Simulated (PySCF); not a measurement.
Deuteron quadrupole couplings in ethynylsilane

Compound: ethynylsilane, C2H4Si.
Numbering: `[CH:1]#[C:2][SiH3:3]` (hydrogens: H4 on C1; H5, H6, H7 on Si3)

Geometry (PBE0-D3(BJ)/def2-SVP, Å), atoms numbered from 1 in this order:
```xyz
7
C2H4Si angstrom
C      1.9641   -0.1022   -0.0837
C      0.7559   -0.0381    0.0440
Si    -1.0657    0.0576    0.2319
H      3.0326   -0.1586   -0.1951
H     -1.6692    0.5761   -1.0297
H     -1.6082   -1.3014    0.5207
H     -1.4028    0.9764    1.3575
```

Level: PBE0/pcSseg-1 (PySCF, non-relativistic); Q(2H) = 0.00286 b; rigid geometry, the same for H and D, with no vibrational averaging.

Problem. Give the electric field gradient Vzz (the principal value of largest size), its asymmetry and the 2H coupling at each hydrogen.

Solution. 
```tsv
atom	bonded to	bond length (Å)	Vzz (au)	η	χzz (kHz)
H4	C1	1.076	0.3376	0.00	227
H5	Si3	1.492	0.1405	0.02	94
H6	Si3	1.492	0.1405	0.02	94
H7	Si3	1.492	0.1405	0.02	94
```

Problem. Average by the element that carries the hydrogen.

Solution. on C: 227 kHz over 1 position, mean bond length 1.076 Å; on Si: 94 kHz over 3 positions, mean bond length 1.492 Å.

Problem. Give the 2H NMR doublet splittings at H5 for a magnetic field along the z, y and x axes of the gradient: 3χ/2, 3χ(1 + η)/4, 3χ(1 − η)/4.

Solution. With |χ| = 94.4 kHz and η = 0.017: 142, 72 and 70 kHz, to first order and without motion.

Geometry: PBE0-D3(BJ)/def2-SVP; no solvent, vibrations or thermal averaging. The small basis limits the accuracy of the gradients.
